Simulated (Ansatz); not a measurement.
Two structures of SiH₄O₂, closed shell, reached by relaxing down either side of one saddle point (PBE0-D4/def2-TZVP). Energies are electronic, without zero-point energy. Program: Ansatz 0.2.0. Basis: def2-TZVPP and def2-QZVPP. Cores are frozen in the correlated methods. Extrapolation: Hartree–Fock as exp(−7.88 √X), correlation as X^−2.97. First:

```
7
angstrom
Si -0.1085 0.0990 0.3882
O 0.2287 1.0865 -0.8818
O 0.8616 -1.2187 0.3876
H 0.8614 -1.7811 -0.3880
H -1.5473 -0.2799 0.2964
H 0.1978 0.7776 1.6635
H -0.4937 1.3165 -1.4659
```

Second:

```xyz
7
angstrom
Si -0.2218 -0.2463 0.7671
O 0.4483 0.5831 -0.8767
O 0.4993 -1.5831 0.5485
H 0.9270 -0.2429 -1.1026
H -1.6757 -0.0444 0.4894
H 0.2307 0.7823 1.7397
H -0.2078 0.7513 -1.5655
```

(1) Which bonds change from the first to the second?

(2) Give the saddle point's structure and its height above each. (An estimate is asked for; the value comes from the calculation.)

The T1 diagnostic stays at or below 0.017.

## Answers

(1) SiH₄O₂ ([OH][SiH2][OH]) → SiH₂O ([O][SiH2]) + H₂O (still joined by a long Si–O bond); bonds formed: O2–H4; bonds broken: O3–H4; bonds weakened to dative contacts: Si1–O2.

(2) Computed: 53.22 kcal/mol above the first and 2.30 kcal/mol above the second (CCSD(T) at an estimated basis limit (MP2 extrapolated from triple and quadruple zeta, plus CCSD(T) − MP2 in triple zeta)).
Si1  (-0.218, -0.164, 0.706)
O2  (0.451, 0.591, -0.873)
O3  (0.578, -1.447, 0.322)
H4  (0.816, -0.412, -0.848)
H5  (-1.693, -0.056, 0.529)
H6  (0.229, 0.768, 1.770)
H7  (-0.164, 0.719, -1.606)
(Å)

Labels in which every atom is bracketed show which atoms are joined, not bond orders.

For scale, one of the runs: CCSD(T)/def2-TZVPP, 160 basis functions, launched by `ansatz run in.yaml --threads 2 --pin off --events-out ev --progress --plain --max-ram 4352MiB`. Hardware: 2 CPU threads of an Arm Neoverse V1, shared host. Wall time 22 s; peak host memory 1.2 GiB.
